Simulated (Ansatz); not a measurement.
**NH₃ (triplet): from Hartree-Fock to the top rungs at distance H1–H2 along a hydrogen transfer = 1.196 Å, 6-31G**

Aim: climb from Hartree-Fock through coupled cluster and multireference methods for NH₃ (triplet) at one geometry and basis, and see what each rung misses.

The runs use Ansatz 0.2.0, Gaussian basis; 6-31G, core rule «outside noble gas», up to 1 orbitals frozen.

Plan: UHF; CCSD(T) on ROHF; CCSD(T) on UHF; BCCD(T) on ROHF; CISD; CCSDT(Q) on ROHF; CCSDT(Q) on UHF; CISDTQ; CCSDTQ on ROHF; CCSDTQ on UHF; CASSCF and MRCISD+Q, 4 electrons in 4 orbitals; CASSCF and NEVPT2, 4 electrons in 4 orbitals; CASSCF and MRCISD+Q, 8 electrons in 7 orbitals; CASSCF and NEVPT2, 8 electrons in 7 orbitals; Full CI.

6 further runs of the same task are left out: 6 that didn't finish.

### Step 1. The geometry

The geometry derives from fragments relaxed apart (PBE0/def2-TZVP) and kept rigid, so it is no stationary point. A hydrogen atom is moved between rigid fragments.

4 atoms, charge 0, spin multiplicity 3.

Atoms are counted from 1 here; the program's logs count them from 0.

Bond lengths: H2–N3 1.115 Å, N3–H4 1.040 Å. Angles: H2–N3–H4 105.0°.

Geometry (Å):

```xyz
4

H    -2.1242    0.0594    0.0000
H    -0.9282    0.0594    0.0000
N     0.1868    0.0594    0.0000
H     0.4559   -0.9448    0.0000
```

### Step 2. UHF

Contents of in.yaml:

```yaml
crystal:
  periodic: [false, false, false]
  atoms:
    - {symbol: H, position_ang: [-2.124160, 0.059434, 0.000000]}
    - {symbol: H, position_ang: [-0.928160, 0.059434, 0.000000]}
    - {symbol: N, position_ang: [0.186840, 0.059434, 0.000000]}
    - {symbol: H, position_ang: [0.455922, -0.944792, 0.000000]}
basis:
  gaussian: {orbitals: 6-31G}
magnetization: {spin_polarized: true, initial_magnetization: 2}
hamiltonian: {xc: hf}
output: {orbitals: {seedname: orbitals}}
```

Command:

```bash
$ ansatz run in.yaml --threads 1 --pin off --events-out ev --progress --plain --max-ram 2393MiB
```

The runs that follow: CCSD(T) on ROHF; CCSD(T) on UHF; BCCD(T) on ROHF; CISD; CCSDT(Q) on ROHF; CCSDT(Q) on UHF; CISDTQ; CCSDTQ on ROHF; CCSDTQ on UHF; CASSCF and MRCISD+Q, 4 electrons in 4 orbitals; CASSCF and NEVPT2, 4 electrons in 4 orbitals; CASSCF and MRCISD+Q, 8 electrons in 7 orbitals; CASSCF and NEVPT2, 8 electrons in 7 orbitals; Full CI.

Before running them: what should the planned runs give, taken together? Wanted: FCI below the RHF energy; RMP2 from FCI; UMP2 from FCI; RCCSD from FCI; RCCSD(T) from FCI; UCCSD(T) from FCI; RCCSDT(Q) from FCI; UCCSDT(Q) from FCI; NEVPT2 pair from FCI.

As calculated:

```
                         quantity                                                                                                          value
         FCI below the RHF energy                                                                                                     -3.1747 eV
                    RMP2 from FCI                                                                                                     +547.8 meV
                    UMP2 from FCI                                                                                                     +521.1 meV
                   RCCSD from FCI                                                                                                      +49.2 meV
                RCCSD(T) from FCI                                                                                                      +13.8 meV
                UCCSD(T) from FCI                                                                                                      +12.9 meV
               RCCSDT(Q) from FCI                                                                                                       +0.4 meV
               UCCSDT(Q) from FCI                                                                                                        0.0 meV
             NEVPT2 pair from FCI                                                                                                     +383.3 meV
          NEVPT2 valence from FCI                                                                                                     +303.6 meV
        MRCISD+Q valence from FCI                                                                                                      +12.0 meV
levels within 1 kcal/mol (43 meV)  RCCSD(T), UCCSD(T), BCCD(T), RCCSDT, UCCSDT, CISDTQ, RCCSDT(Q), UCCSDT(Q), RCCSDTQ, UCCSDTQ, MRCISD+Q valence
                    T1 diagnostic                                                                                                          0.033
   effectively unpaired electrons                                                                                                           2.02
```

RCCSD(T) misses by +13.8 meV, 0.4 % of the correlation energy. One determinant dominates. Of the multireference levels listed MRCISD+Q valence comes nearest in total energy (+12.0 meV), which doesn't show that its space is the better one. These misses are within one basis, not against nature; the frozen cores of restricted and unrestricted runs differ, which can shift their rows.
